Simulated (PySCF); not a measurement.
## How the method changes the constants of NaCl

State: ¹Σ⁺ (singlet), closed shell. Set-up: basis Na 6-31G(d,p), Cl 6-31G(d,p); no relativity; PySCF 2.14. De refers to Na + Cl in their high-spin ground configurations, without counterpoise correction. A positive dipole means Na(−)Cl(+).

| Level | Re (Å) | ωe (cm⁻¹) | De (eV) | μ (D) |
| --- | --- | --- | --- | --- |
| RHF | 2.397 | 358 | 3.00 | -9.54 |
| RHF-MP2 | 2.392 | 368 | 3.81 | n/a |
| RHF-SCS-MP2 | 2.394 | 366 | 3.73 | n/a |
| RHF-CCSD | 2.393 | 367 | 3.70 | n/a |
| RHF-CCSD(T) | 2.394 | 366 | 3.73 | n/a |
| PBE | 2.382 | 354 | 4.00 | -8.46 |
| BLYP | 2.388 | 351 | 3.88 | -8.28 |
| r²SCAN | 2.377 | 360 | 4.16 | -8.96 |
| PBE0 | 2.373 | 361 | 3.98 | -8.88 |
| M06 | 2.384 | 352 | 4.42 | -8.96 |
| B2PLYP | 2.377 | 365 | 3.90 | -9.05 |

**Question.** Which functional lies closest to RHF-CCSD(T) in De, which farthest, and by how much do they differ from it?

**Answer.** Closest is BLYP (-0.6 pm in Re, -4.1 % in ωe, +0.15 eV in De against RHF-CCSD(T) in the same basis), farthest M06 (-1.0 pm in Re, -3.8 % in ωe, +0.69 eV in De). CCSD(T) converges more slowly with the basis than the functionals do and binds too weakly in this one, so the order can change at the basis-set limit.

**Question.** What does a quarter of exact exchange do here, going from PBE to PBE0?

**Answer.** PBE0 less PBE: -0.9 pm in Re, +2.0 % in ωe, -0.02 eV in De. Exact exchange removes part of the self-interaction that spreads semilocal densities, and in most molecules shortens and stiffens the bond and lowers De; so it does here.

**Question.** What does the step from GGA to meta-GGA do here, going from PBE to r²SCAN?

**Answer.** r²SCAN less PBE: -0.5 pm in Re, +1.7 % in ωe, +0.16 eV in De. 

Correlated steps freeze 6 core orbitals. Correlated levels converge slowly with the basis: in double zeta they bind strong bonds too weakly, by up to about 1 eV, and carry superposition errors of some tenths. Where the molecule has an RHF reference, its open-shell atoms are computed with UHF. B2PLYP dipoles, levels and charges come from its SCF part alone.
